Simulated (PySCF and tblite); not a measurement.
## Conformer ensemble of C3H5F, numbered as in [CH2:1]=[CH:2][CH2:3][F:4]

Free energies: B3LYP-D3(BJ)/def2-TZVP on PBE0-D3(BJ)/def2-SVP structures plus GFN2-xTB thermal terms, symmetry and mirror images included. Conformers within 3 kcal/mol (GFN2-xTB free energy) were kept, 8 at most. GIAO shieldings: PBE0/pcSseg-2. Couplings: B3LYP/pcJ-1. TDDFT excitations: wB97X-D/def2-SVPD. Couplings are for ¹³C, ¹⁹F, ¹H. Shifts are against TMS (¹H), TMS (¹³C), CFCl3 (¹⁹F) at the same level; of two unlike H on one atom, a is the less shielded. (PySCF 2.14, tblite 0.8.)

Torsions listed: C1–C2–C3–F4. Of a mirror pair one member is shown.

| conformer | shape | symmetry | E(GFN2) kcal/mol | E(DFT) kcal/mol | G(298.15 K) kcal/mol | weight % | dipole D |
| --- | --- | --- | --- | --- | --- | --- | --- |
| 1 | -132° | C1 (pair) | 0.22 | 0.24 | 0.00 | 59.8 | 1.76 |
| 2 | 0° | Cs | 0.00 | 0.00 | 0.23 | 40.2 | 1.66 |

Weights (%) against temperature:

```tsv
T (K)	1	2	S(mix) cal/mol/K
180	56.2	43.8	2.14
230	58.3	41.7	2.15
298.15	59.8	40.2	2.16
330	60.2	39.8	2.17
400	60.6	39.4	2.17
```

Averaged shifts at 298.15 K. ¹H: 6.35 (H2, 1H), 5.64 (H1a, 1H), 5.46 (H1b, 1H), 4.87 (H3, 2H) ppm. ¹³C: 148.7 (C2), 125.3 (C1), 87.7 (C3) ppm. ¹⁹F: -242.0 (F4) ppm.

Averaged couplings (Hz): ¹J(C1,C2) 81.5, ³J(C1,F4) 12.2, ¹J(C1,H1b) 170.8, ¹J(C1,H1a) 167.0, ²J(C1,H2) -0.5, ³J(C1,H3) 6.0, ¹J(C2,C3) 50.7, ²J(C2,F4) 16.5, ²J(H1b,C2) -0.6, ²J(H1a,C2) -2.2, ¹J(C2,H2) 163.4, ²J(C2,H3) -3.7, ¹J(C3,F4) -237.1, ³J(H1b,C3) 13.4, ³J(H1a,C3) 8.2, ²J(H2,C3) 7.0, ¹J(C3,H3) 153.2, ⁴J(H1a,F4) -3.2, ³J(H2,F4) 16.3, ²J(H3,F4) 53.6, ²J(H1b,H1a) 2.0, ³J(H1b,H2) 11.9, ⁴J(H1b,H3) -2.4, ³J(H1a,H2) 18.8, ⁴J(H1a,H3) -2.6, ³J(H2,H3) 5.5, ²J(H3,H3) -15.0. Computed couplings to fluorine can be off by tens of per cent at such levels.

Coordinates of conformer 1 (Å):

```xyz
9

C     1.384    0.196    0.145
C     0.252   -0.486   -0.026
C    -1.099    0.136   -0.125
F    -1.994   -0.513    0.693
H     2.355   -0.304    0.170
H     1.384    1.286    0.260
H     0.273   -1.577   -0.133
H    -1.065    1.204    0.154
H    -1.477    0.064   -1.162
```

Unscaled ¹⁹F shifts at such levels can be off by tens of ppm; differences between conformers or isomers are more reliable. Shifts are unscaled: against experiment ¹³C can be off by 15 ppm or more and ¹H by 0.8 ppm.

Search and properties took 74 s on 1 thread of Arm Neoverse V1, shared host (rough), launched as `OMP_NUM_THREADS=1 python ens_run.py task.json out`.
